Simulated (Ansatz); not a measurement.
# CH3FS: a ladder of functionals and wavefunction methods

The task here is to estimate one member of a computed series from the others.

Program: Ansatz 0.2.0, Gaussian basis. Level of theory: functionals in def2-TZVPP, the program's frozen cores in correlated methods. These are calculated values, not measurements.

The runs, in order: LDA (SPW92), PBE-D4, revPBE-D4, BLYP-D4, r2SCAN-D4, B97M-V, PBE0-D4, B3LYP-D4, r2SCANh-D4, r2SCAN0-D4, HSE06-D4, BHLYP-D4, CAM-B3LYP-D4, LC-ωPBE, ωB97X-V, ωB97M-V, B2PLYP, PBE-QIDH; CCSD(T)/def2-SVP; CCSD(T)/def2-TZVPP; MP2/def2-QZVPP; extrapolation to the limit; RPA on PBE.

**The relaxed structure**

All runs share one geometry, relaxed beforehand with PBE0-D4 in a triple-zeta def2 set.

SMILES `FCS`, 6 atoms, charge 0, spin multiplicity 1.

Atoms are counted from 1 here; the program's logs count them from 0.

Bond lengths: F1–C2 1.375 Å, C2–S3 1.789 Å, C2–H4 1.090 Å, C2–H5 1.092 Å, S3–H6 1.343 Å. Angles: F1–C2–S3 113.1°, F1–C2–H4 108.1°, F1–C2–H5 108.5°, S3–C2–H4 110.8°, S3–C2–H5 106.3°, H4–C2–H5 110.1°, C2–S3–H6 96.6°.

Set-up of the first run:

The input, in.yaml:

```yaml
crystal:
  periodic: [false, false, false]
  atoms:
    - {symbol: F, position_ang: [0.652125, 0.095509, -1.389599]}
    - {symbol: C, position_ang: [-0.015566, -0.390813, -0.290691]}
    - {symbol: S, position_ang: [-0.793419, 0.893189, 0.681652]}
    - {symbol: H, position_ang: [0.693363, -0.957253, 0.313682]}
    - {symbol: H, position_ang: [-0.820457, -1.043541, -0.634955]}
    - {symbol: H, position_ang: [0.325952, 1.338909, 1.273811]}
basis:
  gaussian: {orbitals: def2-TZVPP}
hamiltonian: {xc: lda}
output: {orbitals: {seedname: orbitals}}
```

The run is started by

```
ansatz run in.yaml --threads 2 --pin off --events-out ev --progress --plain --max-ram 4352MiB
```

Steps of the session up to this table: LDA; PBE-D4 (GGA); revPBE-D4 (GGA); BLYP-D4 (GGA); r2SCAN-D4 (meta-GGA); B97M-V (meta-GGA); B3LYP-D4 (hybrid); r2SCANh-D4 (hybrid); r2SCAN0-D4 (hybrid); HSE06-D4 (hybrid); BHLYP-D4 (hybrid); CAM-B3LYP-D4 (range-separated); LC-ωPBE (range-separated); ωB97X-V (range-separated); ωB97M-V (range-separated); B2PLYP (double hybrid); PBE-QIDH (double hybrid).

One of the session's tables, all rows but one given; the rest of the session is left out.

It belongs to the step «Frontier levels by functional». 

```
  functional  HOMO (eV)  gap (eV)
 LDA (SPW92)          ?         ?
      PBE-D4      -6.29      5.57
   revPBE-D4      -6.24      5.59
     BLYP-D4      -6.14      5.46
   r2SCAN-D4      -6.57      6.24
      B97M-V      -6.66      6.15
     PBE0-D4      -7.57      7.80
    B3LYP-D4      -7.33      7.24
  r2SCANh-D4      -7.05      7.05
  r2SCAN0-D4      -7.75      8.25
    HSE06-D4      -7.17      7.01
    BHLYP-D4      -8.72      9.78
CAM-B3LYP-D4      -8.95     10.15
     LC-ωPBE     -10.39     12.89
     ωB97X-V      -9.99     12.33
     ωB97M-V      -9.82     11.86
```

Estimate the missing values for LDA (SPW92).

The run gave: HOMO (eV): -6.43; gap (eV): 5.55. In the column «HOMO (eV)» it lies between r2SCAN-D4 (-6.57) and PBE-D4 (-6.29).
